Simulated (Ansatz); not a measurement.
Process, species as SMILES: [C](F)=C(F)F → 2 C atom + 3 F atom
B3LYP-D3(BJ)/def2-TZVP geometries, fixed; electronic energies without zero-point terms.

Basis-set convergence of the atomisation energy at B2PLYP with Ansatz (a program for electronic structure). All functions are spherical. Cores are frozen. Open shells are unrestricted. No added dispersion term, no relativity. Functions are those of the species that has most. Reference: the value in aug-cc-pVQZ, 459.92 kcal/mol, itself unsure by roughly 0.75 kcal/mol (its mean distance from def2-QZVPPD, pcseg-3, def2-QZVPP). Deviations are taken from unrounded values.

| basis | functions | atomisation energy (kcal/mol) |
|---|---|---|
| cc-pVDZ | 70 | 440.86 |
| aug-cc-pVDZ | 115 | 441.44 |
| def2-SVP | 70 | 461.62 |
| def2-SVPD | 109 | 459.98 |
| pcseg-1 | 70 | 440.77 |
| aug-pcseg-1 | 115 | 448.87 |
| 6-311G** | 90 | 444.21 |
| 6-311+G** | 110 | 441.21 |
| cc-pVTZ | 150 | 456.75 |
| aug-cc-pVTZ | 230 | 456.80 |
| pcseg-2 | 150 | 457.11 |
| aug-pcseg-2 | 230 | 458.81 |
| def2-TZVPP | 155 | 456.11 |
| def2-TZVPPD | 194 | 456.23 |
| cc-pVQZ | 275 | 459.66 |
| aug-cc-pVQZ | 400 | 459.92 |
| def2-QZVPP | 285 | 459.02 |
| def2-QZVPPD | 324 | 459.05 |

What the diffuse functions change, pair by pair:
- cc-pVDZ to aug-cc-pVDZ: 45 more functions, deviation -19.07 to -18.49 kcal/mol
- def2-SVP to def2-SVPD: 39 more functions, deviation 1.70 to 0.05 kcal/mol
- pcseg-1 to aug-pcseg-1: 45 more functions, deviation -19.16 to -11.05 kcal/mol
- 6-311G** to 6-311+G**: 20 more functions, deviation -15.71 to -18.71 kcal/mol
- cc-pVTZ to aug-cc-pVTZ: 80 more functions, deviation -3.17 to -3.13 kcal/mol
- pcseg-2 to aug-pcseg-2: 80 more functions, deviation -2.81 to -1.12 kcal/mol
- def2-TZVPP to def2-TZVPPD: 39 more functions, deviation -3.81 to -3.70 kcal/mol
- cc-pVQZ to aug-cc-pVQZ: 125 more functions, deviation -0.27 to 0.00 kcal/mol
- def2-QZVPP to def2-QZVPPD: 39 more functions, deviation -0.90 to -0.87 kcal/mol

Leaving out the reference's own pair, they bring the value nearer the reference by more than 0.75 kcal/mol in 3 of 8 pairs.
